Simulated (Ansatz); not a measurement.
A single point on acetylene, C2H2.

```yaml
crystal:
  periodic: [false, false, false]
  atoms:
    - {symbol: C, position_ang: [0.155539, -0.542087, 0.200394]}
    - {symbol: C, position_ang: [-0.155544, 0.542081, -0.200394]}
    - {symbol: H, position_ang: [0.432220, -1.506459, 0.556921]}
    - {symbol: H, position_ang: [-0.432214, 1.506456, -0.556922]}
basis:
  gaussian: {orbitals: def2-TZVPP}
hamiltonian: {xc: pbe}
correlation: {method: rpa}
```

```sh
$ ansatz run in.yaml --threads 2 --pin off --events-out ev --progress --plain
```

Output, abridged:

```
Functional definition: PBE
534 factors; integrals over basis functions are off by at most 7.6e-4 eV
mean field evaluation 1: about -2095.8859 eV, gradient 5.0e1 eV
mean field evaluation 2: about -2095.8838 eV, gradient 5.0e1 eV
mean field evaluation 4: about -2102.0995 eV, gradient 3.4e0 eV
mean field evaluation 8: about -2102.1338 eV, gradient 4.5e-2 eV
mean field evaluation 16: about -2102.1338 eV, gradient 5.5e-7 eV
mean field -2102.13383869 eV, -77.2519936943 hartree, gradient 5.5e-7 eV, S^2 0.000000; 0 other end points of the search recorded, 0 dependent functions left out
2 core orbitals not correlated: weight in the atoms' cores, before any rotation towards them, 1.000 or more for the frozen orbitals, at most 0.000 for the correlated occupied ones
reference -2090.84570110 eV, -76.8371622893 hartree; 5, 5 occupied and 83, 83 virtual orbitals, 534 factors
Total energy: -2104.45700794 eV, -77.3373685895 hartree
```

It took 0.7 s on 2 threads of a server CPU on a shared host, with 0.13 GiB of host memory at the peak.
